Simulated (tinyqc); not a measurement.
Ways to converge the cycle: SCF convergence aids in the sto-3g basis, for H2O+, spin multiplicity 2. Computed by the program tinyqc with PySCF. UHF with one setting changed at a time; a run stops when the energy changes by less than 1e-09 hartree and the error matrix is below 1e-5. The start is the core Hamiltonian. Damping d keeps d of the old density; a shift (hartree) raises the virtual levels; DIIS n extrapolates F over n matrices.

Geometry (angstrom):
```
atom,x,y,z
O,0.0000,0.0000,0.0000
H,0.0000,0.9190,0.7100
H,0.0000,-0.9070,0.7010
```

lowest solution found by these runs and by PySCF with stability checks = -74.647589 hartree

Largest element of the error matrix X^T (FDS - SDF) X:
```
iteration,plain,damping 0.3,damping 0.6,shift 0.4,DIIS 3,DIIS 8
1,2.4e-01,2.4e-01,2.4e-01,2.4e-01,2.4e-01,2.4e-01
2,3.1e-02,8.8e-02,1.7e-01,1.5e-01,3.1e-02,3.1e-02
3,1.1e-02,3.6e-02,1.1e-01,3.8e-02,1.2e-02,1.2e-02
4,4.9e-03,1.6e-02,7.1e-02,1.1e-02,4.7e-03,4.7e-03
5,3.4e-03,7.7e-03,4.5e-02,5.1e-03,3.0e-03,2.7e-03
6,2.4e-03,4.3e-03,2.9e-02,3.5e-03,1.5e-03,1.3e-03
8,1.3e-03,2.6e-03,1.3e-02,2.4e-03,1.5e-04,4.5e-05
10,7.8e-04,1.7e-03,6.4e-03,1.7e-03,1.6e-05,6.0e-06
14,2.9e-04,8.2e-04,2.7e-03,8.2e-04,-,-
20,6.4e-05,2.9e-04,1.3e-03,2.9e-04,-,-
30,-,5.4e-05,4.7e-04,5.0e-05,-,-
45,-,-,1.2e-04,-,-,-
60,-,-,2.9e-05,-,-,-
```

How each run ends:
```
run,iterations,E (hartree),state
plain,29,-74.647589,lowest found
damping 0.3,41,-74.647589,lowest found
damping 0.6,>60,-74.647589,"falls steadily but slowly, by a factor of about 0.91 a step"
shift 0.4,40,-74.647589,lowest found
DIIS 3,12,-74.647589,lowest found
DIIS 8,11,-74.647589,lowest found
```

What does the comparison show, and why?

5 of 6 runs reach the lowest solution found, in 11 to 41 iterations (fastest: DIIS 8). Not converged: damping 0.6. Plain steps already contract here, so damping only slows them. DIIS 3 and DIIS 8 gain by cancelling the error over several earlier matrices, much as a quasi-Newton step does.
